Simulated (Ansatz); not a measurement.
# SiPH (singlet): wave-function methods side by side at distance Si1–P2 = 4.347 Å, 6-31G

The task here is to estimate one member of a computed series from the others.

Computed with Ansatz 0.2.0, Gaussian basis. Level: 6-31G, core rule «outside noble gas», up to 10 orbitals frozen.

The runs, in order: UHF; CCSD(T) on RHF; CCSD(T) on UHF; BCCD(T) on RHF; CISD; CCSDT(Q) on RHF; CCSDT(Q) on UHF; CISDTQ; CCSDTQ on RHF; CASSCF and MRCISD+Q, 2 electrons in 2 orbitals; CASSCF and NEVPT2, 2 electrons in 2 orbitals; CASSCF and MRCISD+Q, 10 electrons in 9 orbitals; CASSCF and NEVPT2, 10 electrons in 9 orbitals; Full CI.

19 further runs of the same task are left out: 1 for a known fault of the program, 15 that didn't finish, 3 set aside as unsound or not needed.

## What is computed

The geometry derives from a PBE0/def2-TZVP stationary point (not a proven minimum). One bond is set to the value named and the two fragments are kept rigid.

3 atoms, charge 0, spin multiplicity 1.

Atoms are counted from 1 here; the program's logs count them from 0.

Bond lengths: Si1–H3 1.483 Å.

Set-up of the first run:

Contents of in.yaml:

```yaml
crystal:
  periodic: [false, false, false]
  atoms:
    - {symbol: Si, position_ang: [0.000000, 0.000000, 0.954667]}
    - {symbol: P, position_ang: [0.000000, 0.000000, -3.392333]}
    - {symbol: H, position_ang: [0.000000, 0.000000, 2.437667]}
basis:
  gaussian: {orbitals: 6-31G}
magnetization: {spin_polarized: true, initial_magnetization: 0}
hamiltonian: {xc: hf}
output: {orbitals: {seedname: orbitals}}
```

The run is started by

```bash
> ansatz run in.yaml --threads 1 --pin off --events-out ev --progress --plain --max-ram 2393MiB
```

Steps of the session up to this table: UHF; CCSD(T) on RHF; CCSD(T) on UHF; BCCD(T) on RHF; CISD; CCSDT(Q) on RHF; CCSDT(Q) on UHF; CISDTQ; CCSDTQ on RHF; CASSCF and MRCISD+Q, 2 electrons in 2 orbitals; CASSCF and NEVPT2, 2 electrons in 2 orbitals; CASSCF and MRCISD+Q, 10 electrons in 9 orbitals; CASSCF and NEVPT2, 10 electrons in 9 orbitals; Full CI.

One of the session's tables, all rows but one given; the rest of the session is left out.

| method | from FCI (meV) |
| --- | --- |
| RHF | +6272.6 |
| RMP2 | ? |
| CISD | +1992.8 |
| RCCSD | +1047.6 |
| RCCSD(T) | +641.8 |
| BCCD(T) | +717.1 |
| RCCSDT | +786.1 |
| CISDTQ | +653.0 |
| RCCSDT(Q) | +784.5 |
| RCCSDTQ | +772.9 |
| CASSCF valence | +783.2 |
| NEVPT2 valence | +278.3 |
| MRCISD valence | +19.2 |
| MRCISD+Q valence | +2.1 |
| FCI | 0 |

Q: Estimate the row for RMP2 from the others.

**Answer.** from FCI (meV): +2734.5. In the column «from FCI (meV)» it lies between CISD (+1992.8) and RHF (+6272.6).

Left out of the table: CASSCF pair, NEVPT2 pair, MRCISD pair, MRCISD+Q pair (the active space lost an orbital or holds another state than full CI finds).

Caveats from the session: The report flags that the cluster equations may have other roots. Left out of the table: UHF, UMP2, UCCSD, UCCSD(T), UCCSDT, UCCSDT(Q) (another determinant or state than the rows shown). The program flags RCCSD(T), BCCD(T), RCCSDT(Q), RCCSDTQ as in doubt, so those rows may rest on another solution; read them beside their warnings.
